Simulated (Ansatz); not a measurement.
# NH2O (quartet): wave-function methods side by side, def2-TZVPP

The task here is to estimate one member of a computed series from the others.

Computed with Ansatz 0.2.0, Gaussian basis. Level: def2-TZVPP, core rule «outside noble gas», up to 2 orbitals frozen.

Plan: UHF; ROHF; CCSD(T) on UHF.

2 further runs of the same task are left out: 2 set aside as unsound or not needed.

### What is computed

The geometry is a PBE0/def2-TZVP stationary point (not a proven minimum) of the parent state, kept for this charge and spin.

4 atoms, charge 0, spin multiplicity 4.

Atoms are counted from 1 here; the program's logs count them from 0.

Bond lengths: N1–O2 1.354 Å, N1–H3 1.026 Å, O2–H4 0.964 Å. Angles: O2–N1–H3 101.2°, N1–O2–H4 104.4°.

As a file:

| atom | x (Å) | y (Å) | z (Å) |
| --- | --- | --- | --- |
| N1 | 0.0000 | -0.1761 | 0.6983 |
| O2 | 0.0000 | 0.1508 | -0.6152 |
| H3 | 0.0000 | 0.7521 | 1.1353 |
| H4 | 0.0000 | -0.6981 | -1.0731 |

The first run:

in.yaml reads:

```yaml
crystal:
  periodic: [false, false, false]
  atoms:
    - {symbol: N, position_ang: [0.000000, -0.176115, 0.698274]}
    - {symbol: O, position_ang: [0.000000, 0.150778, -0.615224]}
    - {symbol: H, position_ang: [0.000000, 0.752120, 1.135262]}
    - {symbol: H, position_ang: [0.000000, -0.698120, -1.073059]}
basis:
  gaussian: {orbitals: def2-TZVPP}
magnetization: {spin_polarized: true, initial_magnetization: 3}
hamiltonian: {xc: hf}
output: {orbitals: {seedname: orbitals}}
```

Command:

```bash
$ ansatz run in.yaml --threads 1 --pin off --events-out ev --progress --plain --max-ram 3968MiB --backend cpu
```

Among the steps run: UHF; ROHF; CCSD(T) on UHF.

One of the session's tables, all rows but one given; the rest of the session is left out.

| method | from UCCSD(T) (kcal/mol) |
| --- | --- |
| ROHF | ? |
| UHF | +281.57 |
| UMP2 | +24.15 |
| UCCSD | +12.28 |
| UCCSD(T) | 0 |

Estimate the missing values for ROHF.

As computed: from UCCSD(T) (kcal/mol): +287.34. In the column «from UCCSD(T) (kcal/mol)» it is the highest.
